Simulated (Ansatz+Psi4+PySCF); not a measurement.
**doublet H4O2(+) in separate pieces: levels of theory in one basis**

| atom | x (Å) | y (Å) | z (Å) |
| --- | --- | --- | --- |
| O | 0.1193 | 0.0000 | -8.5000 |
| H | -0.4770 | 0.7632 | -8.5000 |
| H | -0.4770 | -0.7632 | -8.5000 |
| O | -0.1193 | 0.0000 | 8.5000 |
| H | 0.4770 | -0.7632 | 8.5000 |
| H | 0.4770 | 0.7632 | 8.5000 |

Basis set: cc-pVTZ (spherical functions). Correlated methods keep 2 orbitals frozen. Correlation on ROHF uses semicanonical orbitals with singles. Charge 1, multiplicity 2.

Computed with Ansatz (development build ahead of 0.2.0); each method stands on the lowest determinant of its kind that the runs found.

| method | E − E(ROHF) (eV) | <S²> of the determinant |
| --- | --- | --- |
| ROHF | 0.00 | 0.75 |
| UHF | -0.14 | 0.76 |
| ROHF-MP2 | -12.66 | – |
| UHF-MP2 | -12.66 | 0.76 |

Q: Is a single determinant a sound starting point here?

A: Only with care. Unrestricted orbitals gain 0.14 eV and <S²> is 0.76 against 0.75 for a pure state, but several determinants compete.

Caution: the charge can sit on one fragment and break the point group; the determinant breaks the point group. Caution for ROHF-MP2, UHF-MP2: MP2 on this radical cation hangs on the determinant chosen.
